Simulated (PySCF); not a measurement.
Bond curve of MgB⁺

Set-up: Mg def2-SVPD, B def2-SVPD; no relativity (PySCF 2.14). Energies in eV from Mg⁺ + B in their ground configurations at the same level. State: ¹Σ⁺ (singlet), closed shell.

Curves on a restricted Hartree–Fock reference rise too fast on stretching and do not dissociate correctly.

```csv
R (Å),RHF-CCSD
2.341,-1.295
2.445,-1.390
2.523,-1.425
2.601,-1.437
2.679,-1.431
2.783,-1.401
2.913,-1.339
3.069,-1.240
```

Problem. Put a parabola through the three lowest points of the RHF-CCSD curve and estimate Re, k and ωe (reduced mass 7.546 u; 1 eV/Å² = 0.16022 mdyn/Å; ωe = 1302.8·√(k/μ) cm⁻¹).

Solution. Through R = 2.523, 2.601, 2.679 Å the second-order coefficient is 1.48 eV/Å², so Re ≈ 2.614 Å, k ≈ 0.474 mdyn/Å and ωe ≈ 327 cm⁻¹. A polynomial fit of higher order to the unrounded RHF-CCSD energies gives Re = 2.611 Å, k = 0.463 mdyn/Å, ωe = 323 cm⁻¹; anharmonicity and rounding make the difference.

The higher-order fit for each curve: RHF-CCSD: Re = 2.611 Å, ωe = 323 cm⁻¹, De = 1.44 eV.

Correlated steps freeze 2 core orbitals. Correlated levels converge slowly with the basis: in double zeta they bind strong bonds too weakly, by up to about 1 eV, and carry superposition errors of some tenths. For an ion De counts to the pair picked by the measured ionisation energies or electron affinities, which need not be the lowest pair at this level. Where the molecule has an RHF reference, its open-shell atoms are computed with UHF. The CCSD T1 diagnostic is raised, a sign that a single reference may not be enough here.
